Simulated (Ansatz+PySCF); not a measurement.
A calculation with PySCF 2.14.0.

```python
from pyscf import gto, scf, mp

# the (T+d) and (D+d) sets load through basis_set_exchange
mol = gto.M(atom="""
C 0.000000 0.004570 -0.514620
S 0.000000 0.798740 1.099280
H 0.000000 -0.318020 1.873070
H 0.000000 0.784830 -1.272040
H -0.888110 -0.635060 -0.592840
H 0.888110 -0.635060 -0.592840
""", basis={'C': 'cc-pvtz', 'H': 'cc-pvtz', 'S': 'cc-pv(t+d)z'}, charge=1, spin=1)
mf = scf.UHF(mol)
mf.kernel()
pt = mp.MP2(mf, frozen=6).run()
print(mf.e_tot, pt.e_corr, pt.e_tot)
```

The script is written out from the run's settings.

Output:

- Converged: yes
- Reference energy: -437.45477 hartree
- Correlation energy: -0.32219 hartree
- Total energy: -437.77695 hartree
- Spin squared of the determinant: 0.767
